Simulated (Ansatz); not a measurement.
**C₃H₅O radical: how energies converge with the basis set**

One table from this session's results is given with a row withheld; the runs are named, their logs left out.

Computed with Ansatz 0.2.0, Gaussian basis. Level: one geometry, several basis sets.

Levels to be run: PBE0-D4/def2-SVP; ωB97M-V/def2-SVP; PBE0-D4/def2-QZVPP; ωB97M-V/def2-QZVPP; the functionals' def2-TZVPP values are taken from earlier runs.

## Structure used throughout

All runs share one geometry, relaxed beforehand with PBE0-D4 in a triple-zeta def2 set.

SMILES `C=CC[O]`, 9 atoms, charge 0, spin multiplicity 2.

Atoms are counted from 1 here; the program's logs count them from 0.

Bond lengths: C1–C2 1.324 Å, C1–H5 1.086 Å, C1–H6 1.084 Å, C2–C3 1.497 Å, C2–H7 1.087 Å, C3–O4 1.356 Å, C3–H8 1.104 Å, C3–H9 1.114 Å. Angles: C2–C1–H5 121.3°, C2–C1–H6 121.8°, H5–C1–H6 116.9°, C1–C2–C3 123.3°, C1–C2–H7 121.1°, C3–C2–H7 115.6°, C2–C3–O4 115.4°, C2–C3–H8 111.9°, C2–C3–H9 109.4°, O4–C3–H8 112.1°, O4–C3–H9 103.0°, H8–C3–H9 104.0°.

Coordinates:

```
C    -0.2838    1.2725    0.5046
C     0.4311    0.3555   -0.1279
C    -0.0057   -1.0680   -0.2796
O     0.9441   -1.9993   -0.0160
H    -1.2398    1.0287    0.9590
H     0.0552    2.2977    0.5955
H     1.3940    0.6009   -0.5685
H    -0.9459   -1.2699    0.2622
H    -0.2608   -1.2643   -1.3463
```

Set-up of the first run:

Input file in.yaml:

```yaml
crystal:
  periodic: [false, false, false]
  atoms:
    - {symbol: C, position_ang: [-0.283835, 1.272517, 0.504633]}
    - {symbol: C, position_ang: [0.431128, 0.355545, -0.127864]}
    - {symbol: C, position_ang: [-0.005655, -1.067967, -0.279591]}
    - {symbol: O, position_ang: [0.944103, -1.999347, -0.015975]}
    - {symbol: H, position_ang: [-1.239773, 1.028680, 0.958982]}
    - {symbol: H, position_ang: [0.055174, 2.297666, 0.595514]}
    - {symbol: H, position_ang: [1.393965, 0.600924, -0.568534]}
    - {symbol: H, position_ang: [-0.945936, -1.269922, 0.262163]}
    - {symbol: H, position_ang: [-0.260772, -1.264295, -1.346330]}
basis:
  gaussian: {orbitals: def2-SVP}
magnetization: {spin_polarized: true, initial_magnetization: 1}
hamiltonian: {xc: pbe0, dispersion: d4}
output: {orbitals: {seedname: orbitals}}
```

Steps of the session up to this table: PBE0-D4 in def2-SVP; ωB97M-V in def2-SVP; PBE0-D4 in def2-QZVPP; ωB97M-V in def2-QZVPP.

One table of the session follows, with a row left open; its other results are not shown here.

It belongs to the step «Functionals by basis». 

```
functional       basis  HOMO (eV)  LUMO (eV)
   PBE0-D4    def2-SVP          ?          ?
   PBE0-D4  def2-TZVPP      -7.70      -3.49
   PBE0-D4  def2-QZVPP      -7.74      -3.55
   ωB97M-V    def2-SVP      -9.87      -0.86
   ωB97M-V  def2-TZVPP     -10.06      -1.26
   ωB97M-V  def2-QZVPP     -10.09      -1.34
```

Estimate the missing values for PBE0-D4, def2-SVP.

As computed: HOMO (eV): -7.50; LUMO (eV): -3.18. In the column «HOMO (eV)» it is the highest.
